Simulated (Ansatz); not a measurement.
Loss of CH4: C2H5NS → CHNS + CH4

Species: C2H5NS (thioacetamide) `CC(N)=S`, singlet; CHNS (isothiocyanic acid) `N=C=S`, singlet; CH4 (methane) `C`, singlet. 

Shapes, held fixed at every level: PBE0-D4/def2-TZVP. Flexible molecules stand in one conformer, not always the lowest. Programs: Ansatz 0.2.0. The zero-point and thermal change to 298 K, harmonic and unscaled (PBE0-D4/def2-TZVP), is -16.1 kJ/mol.

(1) Estimate the reaction enthalpy at 298 K.

Results:

(1) From tabulated heats of formation (Active Thermochemical Tables, CRC Handbook of Chemistry and Physics), ΔH(298 K) = +41.7 kJ/mol. Nearest: CCSD(T)/CBS estimate (+2.2); farthest: B2PLYP/def2-TZVPP (-20.9). 4 of 7 levels lie within 10 kJ/mol. The CBS estimate extrapolates MP2 from def2-TZVPP and def2-QZVPP and adds CCSD(T) − MP2 in the triple-zeta set, cores frozen. Times are processor times on shared x86 and Arm servers, and rough.

```csv
level,kind,ΔH (kJ/mol),computed − measured,CPU time (all species)
r2SCAN-D4/def2-TZVPP,meta-GGA,+33.7,-8.0,16 s
BHLYP-D4/def2-TZVPP,global hybrid,+49.1,+7.4,10 s
wB97X-V/def2-TZVPP,range-separated hybrid,+53.3,+11.7,28 s
B2PLYP/def2-TZVPP,double hybrid,+20.8,-20.9,18 s
MP2/def2-SVP,perturbation theory,+27.6,-14.1,–
CCSD(T)/def2-TZVPP,coupled cluster or CI,+34.4,-7.2,2.5 min
CCSD(T)/CBS estimate,coupled cluster or CI,+43.9,+2.2,4 min
```
